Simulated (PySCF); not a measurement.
## ammonia and fluoromethane

A gas-phase complex of ammonia and fluoromethane; neutral, singlet. The structure comes from a short search (a few tight-binding starts) and was relaxed by PBE0-D3(BJ)/def2-SVPD; another way of binding may lie lower. No frequency run checks that it is a minimum.

```
part           name  SMILES  atoms  charge  multiplicity
   1        ammonia       N    1–4       0             1
   2  fluoromethane      CF    5–9       0             1
```

Coordinates in Å:
```
N1     -0.047    0.073    0.084
H2     -0.862   -0.519    0.220
H3      0.768   -0.532    0.131
H4     -0.096    0.435   -0.864
C5      0.433    2.016    3.040
F6      0.949    1.097    3.935
H7     -0.505    2.418    3.452
H8      1.161    2.831    2.915
H9      0.247    1.516    2.079
```

```json
{"contact": "H9···N1", "kind (by geometry)": "C–H hydrogen bond", "distance (Å)": "2.480", "angle (°)": "171"}
```

Interaction energies are complex less parts, with the parts frozen as they stand in it; counterpoise-corrected, in kcal/mol (PySCF). The CCSD(T) estimate is Hartree-Fock/aug-cc-pVTZ, plus the MP2 correlation part extrapolated as X⁻³ from aug-cc-pVDZ and aug-cc-pVTZ, plus CCSD(T) less MP2 in aug-cc-pVDZ; noble-gas cores are frozen. It isn't the exact limit.

Give the interaction energy at each level run.


| level | interaction | superposition error removed |
| --- | --- | --- |
| Hartree-Fock/aug-cc-pVTZ | -0.72 | - |
| MP2/aug-cc-pVTZ | -1.68 | -0.27 |
| CCSD(T), estimated basis limit | -1.82 | - |

What holds them together? Decompose the MP2/aug-cc-pVTZ energy: frozen parts, their antisymmetrised product, then relaxation.

electrostatic -3.3, Pauli repulsion +3.4, orbital relaxation -0.9, correlation -1.2 kcal/mol, which sum to the value before the counterpoise correction, the first three by Hartree-Fock. Of the attraction, 61 % is electrostatic, 22 % is correlation, 17 % is orbital relaxation.

The orbital and correlation terms together hold the superposition error of 0.3 kcal/mol.
